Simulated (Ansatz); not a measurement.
Cartesian coordinates (Å):
SMILES: C#CCC
```xyz
10

C      2.2946     0.0345     0.4826
C      1.1201    -0.2623     0.5170
C     -0.2993    -0.5897     0.5435
C     -1.1797     0.5023    -0.0856
H      3.3331     0.2919     0.4541
H     -0.4573    -1.5460     0.0170
H     -0.6085    -0.7627     1.5881
H     -1.0584     1.4548     0.4473
H     -0.9059     0.6652    -1.1366
H     -2.2387     0.2120    -0.0429
```
Charge 0, multiplicity 1.

All values below come from frozen-core CCSD(T)/cc-pVTZ // PBE-D3(BJ)/def2-TZVP (Ansatz, a program for electronic structure).

```yaml
HF energy: -154.95415 Ha
MP2 correlation energy: -0.65715 Ha
```

Task: Estimate the CCSD correlation energy, the (T) correction, the total energy and the T1 diagnostic.

Result: 
The CCSD correlation energy comes out as -0.68856 Ha. The (T) correction is -0.03154 Ha and the CCSD(T) total energy comes out as -155.67425 Ha. The T1 diagnostic comes out as 0.011.
